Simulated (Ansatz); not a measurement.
**SiH, doublet: the ladder up to full CI**

Geometry: a point of a stretch scan, not a stationary point.

```yaml
atoms:
  - { symbol: Si, position_ang: [0.0000, 0.0000, 0.0000] }
  - { symbol: H, position_ang: [0.0000, 0.0000, 5.2640] }
```

Basis cc-pVTZ; Ansatz 0.2.0. Only valence electrons are correlated (noble-gas cores frozen), which leaves 5 electrons in 43 orbitals. Prefix R: restricted or restricted open-shell reference; prefix U: unrestricted. Active spaces: pair = (3e, 3o) about the gap; valence = (5e, 5o) chosen from the atoms' valence shells.

Full CI is exact within this basis and frozen core; it isn't the basis-set limit. The frozen core follows each run's orbitals, which can shift R against U totals by a few meV.

Unrestricted rows (U) aren't spin-pure: their determinants' ⟨S²⟩ exceeds S(S+1) by up to 1.01, so they mix in states of higher spin.

The R cluster runs have T1 = 0.515 on a determinant 2.73 eV above the lowest RHF solution, too large to trust, so RMP2, RCCSD, RCCSD(T), RCCSDT(Q), RCCSDT aren't compared. BCCD(T) turns its orbitals far from the restricted determinant (T1 = 0.516 for the singles of that rotation), so its spin and state can't be checked, and it isn't compared.

The UHF ⟨S²⟩ is 1.764. The T1 diagnostic (RCCSD) is 0.5145, the largest doubles amplitude (RCCSD) is 0.142 and the T1 diagnostic (UCCSD) is 0.0106.

```json
{"level": "UHF", "E − E(full CI) (kJ/mol)": "203.1", "share of correlation (%)": "67.72", "wall time": "–"}
{"level": "UMP2", "E − E(full CI) (kJ/mol)": "55.8", "share of correlation (%)": "91.13", "wall time": "–"}
{"level": "UCCSD", "E − E(full CI) (kJ/mol)": "8.1", "share of correlation (%)": "98.72", "wall time": "–"}
{"level": "UCCSD(T)", "E − E(full CI) (kJ/mol)": "1.6", "share of correlation (%)": "99.74", "wall time": "6 s"}
{"level": "UCCSDT", "E − E(full CI) (kJ/mol)": "-0.3", "share of correlation (%)": "100.05", "wall time": "–"}
{"level": "UCCSDT(Q)", "E − E(full CI) (kJ/mol)": "-0.5", "share of correlation (%)": "100.07", "wall time": "15 s"}
{"level": "CASSCF (pair space)", "E − E(full CI) (kJ/mol)": "214.3", "share of correlation (%)": "65.95", "wall time": "–"}
{"level": "NEVPT2 (pair space)", "E − E(full CI) (kJ/mol)": "52.2", "share of correlation (%)": "91.70", "wall time": "1.3 s"}
{"level": "MRCISD (pair space)", "E − E(full CI) (kJ/mol)": "10.9", "share of correlation (%)": "98.26", "wall time": "–"}
{"level": "MRCISD+Q (pair space)", "E − E(full CI) (kJ/mol)": "-4.1", "share of correlation (%)": "100.65", "wall time": "1.5 s"}
{"level": "CASSCF (valence space)†", "E − E(full CI) (kJ/mol)": "177.7", "share of correlation (%)": "–", "wall time": "–"}
{"level": "NEVPT2 (valence space)†", "E − E(full CI) (kJ/mol)": "53.6", "share of correlation (%)": "–", "wall time": "1.3 s"}
{"level": "MRCISD (valence space)†", "E − E(full CI) (kJ/mol)": "11.3", "share of correlation (%)": "–", "wall time": "–"}
{"level": "MRCISD+Q (valence space)†", "E − E(full CI) (kJ/mol)": "1.5", "share of correlation (%)": "–", "wall time": "1.6 s"}
```

A dagger marks rows that describe another state than the reference (another or a broken symmetry, a higher spin or other natural occupations), so the difference holds a gap between states beside the method's error.

The correlation energy at full CI, counted from the determinant under the R cluster runs, is -6.521 eV. That run took 55 s on 1 thread of Arm Neoverse V2, shared host over 2,785,730 determinants.

Run but not shown, since their state, orbitals or frozen core can't be matched to the reference's or they repeat it: RHF, RMP2, CISD, RCCSD, RCCSD(T), BCCD(T), RCCSDT, RCCSDT(Q).

Times hold each run's SCF and search for its determinant on a shared host, so for small cases they say little of a method's own cost; they ran on 1 thread of Arm Neoverse V2. Some runs computed forces too.

Not variational, and here over 5 meV under the exact energy: MRCISD+Q (pair space).

The full-CI state has the irrep B1 of C2v, in the program's axes (one component, if the state is degenerate).

Natural occupations of full CI about the gap: 1.905 1.020 0.982 0.962 0.048 0.016 0.016 0.011 0.011 0.009; effectively unpaired electrons, Σ n²(2−n)², 3.04. No single determinant describes this state well, so single-reference rows can miss without a flag.
